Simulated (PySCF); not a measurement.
# F2: from the state search to spectroscopic constants

An exercise on one series of results from a longer session: the logs are not shown, and one member is left open.

Program: PySCF 2.14.0. Level of theory: F def2-SVPD, no relativity. These are calculated values, not measurements.

Set-up of the first run:

The job is set up so:

```
atoms                         : F, F
charge                        : 0
basis                         : F def2-SVPD
Hamiltonian                   : no relativity
basis functions               : 46
electrons treated             : 18
masses in u                   : 18.9984, 18.9984
levels                        : PBE0, PBE, r²SCAN, BP86, LDA, M06-2X, HF, MP2, SCS-MP2, CCSD, CCSD(T)
grid                          : 80 radial by 434 angular points
occupations                   : held fixed by the projection of orbital angular momentum
dissociation limit            : F + F, each in its ground configuration
starting distance in angstrom : 1.230
values of 2S to try           : 0, 2
```

Started as:

```console
$ OMP_NUM_THREADS=1 python dia.py task.json out
```

Among the steps run: Input; First curve: PBE0; Higher solutions at PBE0; PBE (GGA); r²SCAN; BP86 (GGA); LDA (local density); M06-2X (hybrid meta-GGA); RHF (mean field); Correlated methods on the Hartree–Fock reference.

One of the session's tables, all rows but one given; the rest of the session is left out.

Energy (eV) from each level's lowest point:

| R (Å) | RHF | RHF-MP2 | RHF-SCS-MP2 | RHF-CCSD | RHF-CCSD(T) |
| --- | --- | --- | --- | --- | --- |
| 1.186 | 0.756 | 1.415 | 1.467 | n/a | n/a |
| 1.241 | 0.255 | 0.719 | 0.761 | 0.701 | 0.795 |
| 1.296 | 0.032 | 0.299 | 0.331 | 0.289 | 0.358 |
| 1.338 | 0.000 | 0.119 | 0.141 | 0.114 | 0.162 |
| 1.379 | 0.055 | 0.025 | 0.037 | 0.024 | 0.049 |
| 1.420 | 0.177 | 0.000 | 0.000 | 0.000 | 0.000 |
| 1.476 | 0.416 | 0.044 | 0.026 | 0.043 | 0.006 |
| 1.544 | ? | ? | ? | ? | ? |
| 1.627 | 1.330 | 0.420 | 0.345 | 0.403 | 0.242 |
| 1.738 | 2.084 | 0.778 | 0.653 | n/a | n/a |

Q: Estimate the row for R (Å) = 1.544 from the others.

Worked estimate for «RHF». A straight line through the neighbours (1.476, 0.416) and (1.627, 1.330) gives 0.416 + (1.330 − 0.416) × (1.544 − 1.476) / (1.627 − 1.476) = 0.828; a parabola fitted to 4 rows on both sides gives 0.809.

**Answer.** RHF: 0.800; RHF-MP2: 0.184; RHF-SCS-MP2: 0.141; RHF-CCSD: 0.177; RHF-CCSD(T): 0.088. In «RHF» the line misses by +0.028 and the parabola by +0.009.

Caveats from the session: Lowest PBE0 solution found, without spin–orbit coupling: ¹Σg⁺ (singlet), closed shell. Warnings in the runs' records: inverted.
